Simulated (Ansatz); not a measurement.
Al3H2 was relaxed with B3LYP-D4 (def2-TZVP) in Ansatz in these states: neutral doublet, neutral quartet. The geometries follow in no particular order.

A:

```csv
atom,x (Å),y (Å),z (Å)
Al1,0.9631,1.0939,-1.6428
Al2,-1.0327,-0.4285,-0.5346
Al3,0.7983,0.1646,0.9337
H4,1.6712,0.2444,2.2543
H5,-2.3998,-1.0743,-1.0105
```

B:

Cartesian coordinates in Å:
```
Al -0.769 -0.998 1.669
Al -1.208 0.666 -0.143
Al 1.197 -0.685 0.158
H 2.628 -0.747 -0.562
H -1.847 1.763 -1.122
```

Judge from the bond lengths which geometry belongs to which state (an estimate).

A is the neutral quartet (Al2–Al3 2.421 Å, Al1–Al2 2.744 Å, Al1–Al3 2.744 Å); B is the neutral doublet (Al2–Al3 2.775 Å, Al1–Al2 2.499 Å, Al1–Al3 2.499 Å).

At PBE0-D4/def2-TZVP a doublet lies 0.63 eV below the neutral quartet. These are the stationary points nearest to one start from a short search; other shapes may lie lower in each state.
